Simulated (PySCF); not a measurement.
Molecule: `C=C`, C2H4.

Numbering as in the mapped SMILES `[CH2:1]=[CH2:2]` (H(Xn): hydrogen on atom n).

Spin–spin couplings on one PBE0-D3(BJ)/def2-SVP geometry, PySCF, gas phase, non-relativistic, equivalent pairs averaged; isotopes $^{13}$C, $^{1}$H; basis pcJ-1.

Reference values (Hz): $^{1}J$(C1,H(C1)) = 156.0 (measured; gas, zero-density limit, 300 K; Wilczek, Jackowski, Molecules 2024, 29, 4460); $^{1}J$(C1,C2) = 67.9 (measured; gas, zero-density limit, 300 K; Wilczek, Jackowski, Molecules 2024, 29, 4460); $^{2}J$(C1,H(C2)) = -2.5 (measured; gas, zero-density limit, 300 K; Wilczek, Jackowski, Molecules 2024, 29, 4460); $^{2}J$(H(C1),H(C1)) = 2.5 (measured; gas, zero-density limit, 300 K; Wilczek, Jackowski, Molecules 2024, 29, 4460); $^{3}J$(H(C1),H(C2)) = 11.8 (measured; gas, zero-density limit, 300 K; Wilczek, Jackowski, Molecules 2024, 29, 4460); $^{3}J$(H(C1),H(C2)) = 19.2 (measured; gas, zero-density limit, 300 K; Wilczek, Jackowski, Molecules 2024, 29, 4460).

Task: How do the couplings (Hz) change with the functional? Times are CPU seconds on shared hosts with different chips, so compare them loosely; the GGAs took longer than the global hybrids here, which isn't the general rule, and the cause wasn't traced.

Result: 
| functional | functions | $^{1}J$(C1,H(C1)) | $^{1}J$(C1,C2) | $^{2}J$(C1,H(C2)) | $^{2}J$(H(C1),H(C1)) | $^{3}J$(H(C1),H(C2)) | $^{3}J$(H(C1),H(C2)) | mean abs. error | core-s |
| --- | --- | --- | --- | --- | --- | --- | --- | --- | --- |
| LDA | 94 | 128.9 | 56.4 | 1.0 | 3.2 | 9.9 | 15.4 | 7.8 | 2.7 |
| PBE | 94 | 152.5 | 70.8 | -0.7 | 2.9 | 11.6 | 19.3 | 1.5 | 4.2 |
| KT2 | 94 | 162.7 | 59.3 | -0.3 | 1.9 | 14.6 | 26.1 | 4.7 | 4.3 |
| B3LYP | 94 | 166.8 | 80.0 | -1.6 | 2.7 | 12.7 | 20.7 | 4.4 | 2.4 |
| PBE0 | 94 | 157.9 | 77.8 | -3.2 | 0.7 | 12.6 | 20.4 | 2.7 | 4 |
| B97-2 | 94 | 152.2 | 76.8 | -2.0 | 1.6 | 11.1 | 18.3 | 2.6 | 4 |
| BHandHLYP | 94 | 180.1 | 95.1 | -6.3 | -0.4 | 14.9 | 23.5 | 10.7 | 2.6 |
| CAM-B3LYP | 94 | 164.1 | 79.1 | -1.9 | 2.0 | 13.2 | 20.7 | 3.9 | 3.1 |

Errors compare magnitudes, without vibrational corrections, and the largest couplings weigh most in the mean. Closest: PBE; furthest: BHandHLYP. Left out for a near triplet instability: HF/pcJ-1.
